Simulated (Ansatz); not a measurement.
For Sb2S3 (Pnma, No. 62), LDA in Ansatz (plane waves, PAW) gives:

* **cohesive energy**: 4.09 eV/atom
* **band gap**: 1.09 eV

**Question.** What does HSE06 (PAW; Ansatz, an electronic-structure program) give for the same quantities?

**Answer.** 
- cohesive energy: 2.97 eV/atom (decreases by 1.12 eV/atom)
- band gap: 1.95 eV (increases by 0.86 eV)

For comparison: band gap 1.73 eV (measured, temperature not stated, no zero-point or thermal correction, indirect, UV-vis, bulk at ambient condition; as tabulated in Phase transition mechanism and bandgap engineering of Sb2S3 at gigapascal …).

Changes are worked out from the printed values.

Unless a cell is named, each level is at its own relaxed cell (LDA 22.71, HSE06 26.33 Å³/atom).

Levels without +SOC leave out spin–orbit coupling, which shifts energies and cells of such heavy elements.

Spin–orbit coupling is included only where a level's name says +SOC; with heavier elements it mostly lowers gaps and can invert bands. Density-functional gaps are differences of (generalised) Kohn–Sham levels.

Caveats: the relaxation could not lower the start's symmetry, so the cell can be a saddle point above a distorted one (LDA, HSE06). Ansatz's density-functional and Hartree–Fock values are scalar-relativistic unless marked +SOC, with PAW data made under PBE.
